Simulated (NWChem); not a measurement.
System: CHO cation

Here is an NWChem input.

```
start job
memory heap 200 mb stack 900 mb global 1100 mb
charge 1
geometry units angstroms noautosym nocenter noautoz
  C      0.000000     0.000000    -0.508590
  O      0.000000     0.000000     0.595818
  H      0.000000     0.000000    -1.619825
end
basis spherical
  C library 6-31g*
  O library 6-31g*
  H library 6-31g*
end
dft
  xc xwpbe 0.80 cpbe96 1.0 hfexch 1.00
  cam 0.2 cam_alpha 0.2 cam_beta 0.8
  iterations 150
end
tddft
  nroots 6
end
task tddft energy
```

Structure relaxed at the PBE0/def2-SVP level.

Vertical excitations in the gas phase.

Question: Predict the main results of this run. (LRC-wPBEh/6-31G* (spherical d), full TDDFT.) Quantities: lowest excitation, singlet (eV); oscillator strength of that lowest state; lowest triplet (eV); orbital gap (eV).

Answer: 
```
Item                                      Result
----------------------------------------  ------
lowest excitation, singlet (eV)             9.60
oscillator strength of that lowest state   0.000
lowest triplet (eV)                         7.19
orbital gap (eV)                           16.70
```
